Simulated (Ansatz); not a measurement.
## Ansatz (development build ahead of 0.2.0) run

```yaml
crystal:
  periodic: [false, false, false]
  atoms:
    - { symbol: F, position_ang: [0.0, 0.0, 0.0] }
    - { symbol: H, position_ang: [0.0, 0.917, 0.0] }
    - { symbol: C, position_ang: [0.0, 0.6, 6.0] }
    - { symbol: C, position_ang: [0.0, -0.6, 6.0] }
    - { symbol: H, position_ang: [0.0, 1.66, 6.0] }
    - { symbol: H, position_ang: [0.0, -1.66, 6.0] }
basis:
  gaussian: { orbitals: cc-pVDZ }
total_charge: 1
magnetization:
  initial_magnetization: 1
hamiltonian:
  xc: hf
correlation:
  method: ccsd_t
  frozen_orbitals: { C: 1, F: 1, H: 0 }
```

The input is written out in the form of the current development build from the run's settings. Correlation on restricted open-shell orbitals is semicanonical, with singles.

Results

| Quantity | Value |
| --- | --- |
| Converged | yes |
| Reference energy | -176.48287 hartree |
| CCSD correlation energy | -0.43245 hartree |
| Triples correction | -0.00892 hartree |
| Total energy | -176.92424 hartree |
| Spin squared of the determinant | 0.750 |
